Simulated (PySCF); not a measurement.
Rows and methods have been separated. Pair them.

Compound: C4H7N.
InChI=1S/C4H7N/c1-3-4(2)5/h1,4H,5H2,2H3/t4-/m1/s1

The closed-shell ground state was solved 7 times with PySCF (density fitting, gas phase), always in the pcSseg-2 basis (278 functions), with these functionals: B3LYP, B97-2, CAM-B3LYP, HF, KT2, LC-wPBE and mPW1PW91. The structure is a single PBE0-D3(BJ)/def2-SVP conformer in the gas phase; no vibrational or solvent corrections.

```json
{"row": "P", "total energy (Eh)": "-215.0479", "HOMO (eV)": "-5.88", "LUMO (eV)": "-0.52", "dipole (D)": "1.44"}
{"row": "Q", "total energy (Eh)": "-211.4056", "HOMO (eV)": "-6.95", "LUMO (eV)": "-0.03", "dipole (D)": "1.52"}
{"row": "R", "total energy (Eh)": "-211.3152", "HOMO (eV)": "-6.90", "LUMO (eV)": "0.29", "dipole (D)": "1.52"}
{"row": "S", "total energy (Eh)": "-211.2820", "HOMO (eV)": "-8.61", "LUMO (eV)": "0.98", "dipole (D)": "1.56"}
{"row": "T", "total energy (Eh)": "-211.2536", "HOMO (eV)": "-9.97", "LUMO (eV)": "2.14", "dipole (D)": "1.58"}
{"row": "U", "total energy (Eh)": "-211.3408", "HOMO (eV)": "-7.20", "LUMO (eV)": "0.26", "dipole (D)": "1.53"}
{"row": "V", "total energy (Eh)": "-209.9941", "HOMO (eV)": "-10.30", "LUMO (eV)": "2.47", "dipole (D)": "1.59"}
```

Question: Which functional belongs to which row?

Answer: P = KT2, Q = B3LYP, R = B97-2, S = CAM-B3LYP, T = LC-wPBE, U = mPW1PW91, V = HF. By rising HOMO–LUMO gap: KT2 (GGA) 5.36 eV; B3LYP (global hybrid, 20 % exact exchange) 6.92 eV; B97-2 (global hybrid, 21 % exact exchange) 7.19 eV; mPW1PW91 (global hybrid, 25 % exact exchange) 7.46 eV; CAM-B3LYP (range-separated hybrid) 9.59 eV; LC-wPBE (range-separated hybrid) 12.11 eV; HF (all exact exchange) 12.77 eV. Total energies of different functionals aren't bounds to one another; each is stationary for its own functional.

The values belong to the conformer `[CH:1]#[C:2][C@@H:3]([CH3:4])[NH2:5]`: H–N5–C3–C2 56°, H–N5–C3–C2 173°.
